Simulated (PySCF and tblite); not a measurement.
Values are calculated unless marked as measured or tabulated.
2H-Pyran, tetrahydro-, C5H10O, numbered as in [CH2:1]1[CH2:2][CH2:3][O:4][CH2:5][CH2:6]1.

Conformers came from 90 starts (ETKDG and KDG, MMFF94s, GFN2-xTB); geometries are PBE0-D3(BJ)/def2-SVP. Weights use CAM-B3LYP-D3(BJ)/def2-TZVP (IEF-PCM, chloroform) energies plus GFN2-xTB zero-point and thermal terms (modes under about 100 cm⁻¹ blended into free rotors). Symmetry numbers and mirror images are counted. Conformers within 3 kcal/mol (GFN2-xTB free energy) were kept, 8 at most. GIAO shieldings: WP04/pcSseg-1 (IEF-PCM, chloroform). Shifts are against TMS (¹H), TMS (¹³C) at the same level. Run with PySCF (density fitting) and tblite.

(1) What shifts does this protocol give at 298.15 K under fast conformational exchange?

Shifts are unscaled: against experiment ¹³C can be off by 15 ppm or more and ¹H by 0.8 ppm.

Results:

(1) ¹H: 3.39 (H3/H5, 4H), 1.42 (H1, 2H), 1.31 (H2/H6, 4H) ppm. ¹³C: 71.2 (C3/C5), 30.2 (C2/C6), 27.8 (C1) ppm.
